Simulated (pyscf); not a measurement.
H₃C–Al(CH₃)–NH₂ → H₃C–NH–AlH–CH₃, a concerted two-bond exchange (singlet surface; Al–C, H–N broken, C–N, Al–H formed). Structures and frequencies: ωB97X-D3(BJ)/def2-SVP in PySCF. Correlated levels are frozen-core, on RHF or UHF. ΔMP2 is the change of the MP2 total energy from the triple- to the quadruple-zeta basis. Energies in kJ/mol from the reactant's lowest minimum found.

Small-basis levels: PySCF, no dispersion term, spherical d functions. AM1 to PM7: differences of heats of formation from MOPAC, which are fitted to 298 K values and so differ in kind from electronic energies by zero-point and thermal terms. GFN2-xTB: tblite. Cost: rough CPU time at the saddle relative to B3LYP/6-31G*, from one job on a shared machine.

```csv
level,barrier,reaction energy,cost
HF/STO-3G,598.3,+76.0,0.05
HF/6-31G*,558.0,+59.0,0.1
MP2/6-31G*,584.8,+66.5,0.1
PBE/6-31G*,457.3,+60.3,2
M06-2X/6-31G*,531.9,+67.5,2
GFN2-xTB,388.1,-24.5,under 0.02
AM1,[?],+45.0,under 0.02
CCSD(T)/def2-TZVPP + ΔMP2(QZVPP),[?],+86.0,–
```

Problem. What belongs in the gaps?

Solution. 
- AM1, barrier: 506.1
- CCSD(T)/def2-TZVPP + ΔMP2(QZVPP), barrier: 516.5

Against the last row the barrier runs from -128.5 (GFN2-xTB) to +81.8 kJ/mol (HF/STO-3G). CCSD(T)/def2-TZVPP + ΔMP2(QZVPP) has limits of its own. From the product side, CH₃• + [H₃C–AlH–NH]• lies, by one bond made or cut, 36.8 kJ/mol under this saddle at ωB97M-D3(BJ)/def2-TZVP. The same reactants have a lower exit, to CH₄ + H₃C–Al=NH (barrier +309.0 kJ/mol at ωB97M-D3(BJ)/def2-TZVP, against +533.4 kJ/mol here). This is the saddle that the search found; another between the same sides may lie lower. A restricted solution here is unstable towards spin polarisation, so biradical character is likely and single-reference numbers are less safe. The CCSD(T) − MP2 part came from Ansatz, without density fitting, on the same reference. The largest closed-shell T1 diagnostic is 0.050, which may signal static correlation.
